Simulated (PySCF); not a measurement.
Input of a run (PBE0-D3(BJ)/def2-SVP geometry optimisation, gas phase (PySCF 2.14.0)), started from MMFF94s:
```
{"job": {"xc": "PBE0", "basis": "def2-SVP", "d3": "d3bj", "grid": 1, "shake": 0.03, "kind": "geom"}, "charge": 0, "multiplicity": 1}
F      0.631930    -0.874570     1.561960
C      0.192380     0.134060     0.648740
F      0.184090     1.441730     0.990810
C     -0.076950    -0.207690    -0.580960
F     -0.207290    -1.546300    -0.926620
Cl    -0.661040     0.956760    -1.763200
```

Output (energies in Eh, forces in Eh/bohr):
```
step   0  E = -834.90672098  max force = 0.071492
step   1  E = -834.93107065  max force = 0.013862
step   2  E = -834.93227669  max force = 0.007075
step   3  E = -834.93298463  max force = 0.005660
step   4  E = -834.93295366  max force = 0.005349
step   5  E = -834.93314161  max force = 0.001380
step   6  E = -834.93313321  max force = 0.001525
step   7  E = -834.93316481  max force = 0.000194
step   8  E = -834.93317186  max force = 0.000263
optimisation converged
```

Task: Summarise the run.

Result: The energy falls by 0.720 eV over 9 energy and gradient evaluations, the largest force component goes from 0.0715 to 2.6e-04 Eh/bohr, and the atoms move by 0.094 Å rms after alignment. The bond that changes most is F1–C2 (vinyl fluorine to =CF2 carbon), which shortens by 0.123 Å. Bonds longer at the end by more than 0.005 Å: 1 of 5; shorter: 4. Among the angles that change most is F1–C2–F3, from 121.5° to 113.1°. Among the dihedrals that turn most is F1–C2–C4–F5, from 13° to 0°. The energy rose by more than 1e-6 Eh at steps 4 and 6. The first step brought 92 % of the lowering.

Task: What are the final bond lengths?

Result: F1–C2 1.307 Å, C2–F3 1.305 Å, C2=C4 1.334 Å, C4–F5 1.320 Å, C4–Cl6 1.703 Å. Numbering counts from 1 in the input's order; the species is `FC(F)=C(F)Cl`.

The run used 88 basis functions and 61 SCF cycles in all. Time: 23 s of wall time; peak memory 0.37 GiB. Hardware: an Arm Neoverse V1 with one thread (shared host).

Not checked by PBE0-D3(BJ)/def2-SVP frequencies.
